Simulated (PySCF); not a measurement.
CH₃NH₂, optimised at PBE/def2-SVP:

```xyz
7

C     -0.5661     0.0732    -0.0339
N      0.8614    -0.0421    -0.3100
H     -1.1322    -0.6215    -0.6897
H     -0.9158     1.0960    -0.2883
H     -0.8961    -0.1311     1.0178
H      1.1889    -0.9854    -0.0651
H      1.3878     0.5928     0.3038
```

Method: PySCF energies (xtb for GFN2) plus ideal-gas RRHO corrections (1 bar). 6-31G* has spherical d functions here. All species are closed-shell singlets. B3LYP is the form with VWN-RPA correlation.

List the harmonic frequencies (cm⁻¹, unscaled) at this level and at the other levels, each on its own geometry.


- PBE/def2-SVP: 323, 810, 952, 1066, 1134, 1296, 1392, 1426, 1444, 1592, 2867, 2992, 3041, 3405, 3482
- B3LYP/6-31G*: 331, 877, 989, 1072, 1192, 1371, 1486, 1528, 1548, 1705, 2971, 3079, 3118, 3468, 3551
- GFN2-xTB: 348, 916, 950, 1104, 1162, 1294, 1419, 1497, 1500, 1573, 2867, 3013, 3015, 3384, 3415
- HF/6-31G*: 340, 948, 1053, 1149, 1290, 1480, 1609, 1649, 1666, 1842, 3155, 3243, 3279, 3725, 3808
- PBE0/def2-TZVP: 306, 833, 975, 1090, 1169, 1347, 1452, 1491, 1512, 1664, 2987, 3081, 3120, 3532, 3612
